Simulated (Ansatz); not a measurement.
Consider the formal loss of a carbene: `CC1=C(F)C1C` → `CC1C=C1F` + `[CH2]` (triplet).

Computed with Ansatz on PBE0-D4/def2-TZVP structures; ΔE is electronic, products minus reactants. CCSD(T)/CBS is the MP2 limit (def2-TZVPP, def2-QZVPP) plus CCSD(T) − MP2 in def2-TZVPP, frozen cores. This one scheme is used for every species. Functionals use def2-TZVPP. Triplets are unrestricted, without spin–orbit coupling.

CCSD(T)/CBS gives +456.0 kJ/mol.

(1) Another level gave +452.8 kJ/mol. Which?
A. PBE0/def2-TZVPP
B. PBE-D4/def2-TZVPP
C. r2SCAN/def2-TZVPP
D. SCS-MP2/def2-TZVPP

Largest T1 diagnostic among the species: 0.011.

## Answers

(1) A. PBE0 452.8, SCS-MP2/def2-TZVPP 460.1, PBE-D4 467.0, r2SCAN 434.8 kJ/mol.

In def2-TZVPP, CCSD(T) changes the Hartree–Fock value by +134.4 kJ/mol (the triples alone add +11.1 kJ/mol) and MP2 by +149.4 kJ/mol. The D4 term adds +9.5 kJ/mol with B3LYP and +5.4 kJ/mol with PBE0; it sums over pairs of atoms, weighted by their polarisabilities, and B3LYP, whose exchange is more repulsive, gets the larger term. From PBE to PBE0 (25 % exact exchange), in def2-TZVPP and without D4, ΔE moves by −8.0 kJ/mol.

B3LYP here is the variant with VWN-RPA as its local correlation; programs differ in this.
